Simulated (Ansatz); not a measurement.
# triplet S2: levels of theory in one basis

```xyz
2

S     0.0000    0.0000    0.0000
S     0.0000    0.0000    2.1500
```

Basis set: def2-SVP (spherical functions). Left uncorrelated: 10 orbitals. Correlation on ROHF uses semicanonical orbitals with singles. Charge 0, multiplicity 3.

Computed with Ansatz (development build ahead of 0.2.0); each method stands on the lowest determinant of its kind that the runs found.

| method | E − E(ROHF) (eV) | <S²> of the determinant |
| --- | --- | --- |
| ROHF | 0.00 | 2.00 |
| UHF | -0.22 | 2.02 |
| ROHF-MP2 | -6.16 | – |
| UHF-MP2 | -6.11 | 2.02 |

(1) Is a single determinant a sound starting point here?

Results:

(1) Only with care. Unrestricted orbitals gain 0.22 eV and <S²> is 2.02 against 2.00 for a pure state, but bonds are stretched.

Caution for ROHF-MP2, UHF-MP2: bonds are stretched, where a single reference can fail.
